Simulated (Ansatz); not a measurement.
Reaction (atomization): `C1=CSCC1` → 4 C• + 6 H• + S•

Isolated molecules relaxed with PBE0-D4/def2-TZVP in Ansatz; ΔE leaves out vibrations. CCSD(T)/CBS adds triple-zeta CCSD(T) − MP2 to the extrapolated MP2 energy (def2 sets, frozen cores). This one scheme is used for every species, atoms too. Functionals use def2-TZVPP. No spin–orbit coupling; open shells (•) take unrestricted orbitals. Spin–orbit coupling would lower the free atoms: a little for C, S.

CCSD(T)/CBS gives +47.09 eV.

Q: Another level gave +47.21 eV. Which?
A. CAM-B3LYP/def2-TZVPP
B. CAM-B3LYP-D4/def2-TZVPP
C. BHLYP/def2-TZVPP
D. r2SCANh/def2-TZVPP

A: B. CAM-B3LYP-D4 47.21, r2SCANh 47.09, CAM-B3LYP 46.99, BHLYP 45.45 eV.

Q: What do rigid-rotor, harmonic-oscillator terms from PBE0-D4/def2-TZVP frequencies (298.15 K, 1 bar) make of the CCSD(T)/CBS value? (Estimate.)

A: Ansatz gave: ΔZPE = -2.45 eV, ΔH = +45.19 eV, ΔS = 1194 J/(mol·K), ΔG = +41.50 eV. Open shells count their whole term as degenerate.

Largest T1 diagnostic among the species: 0.012.

From r2SCAN to r2SCAN0 (25 % exact exchange), in def2-TZVPP and without D4, ΔE moves by −0.63 eV: exact exchange takes away binding that semilocal exchange gives to molecules. The D4 term adds +0.43 eV with B3LYP and +0.22 eV with PBE0; it sums over pairs of atoms, weighted by their polarisabilities, and B3LYP, whose exchange is more repulsive, gets the larger term.

B3LYP here is the variant with VWN-RPA as its local correlation; programs differ in this.

For atomizations the MP2-based limit and the directly extrapolated one differ by several kJ/mol either way, and by 10 to 25 for some Ge, Se and Sn compounds, so smaller differences from it don't rank the levels.
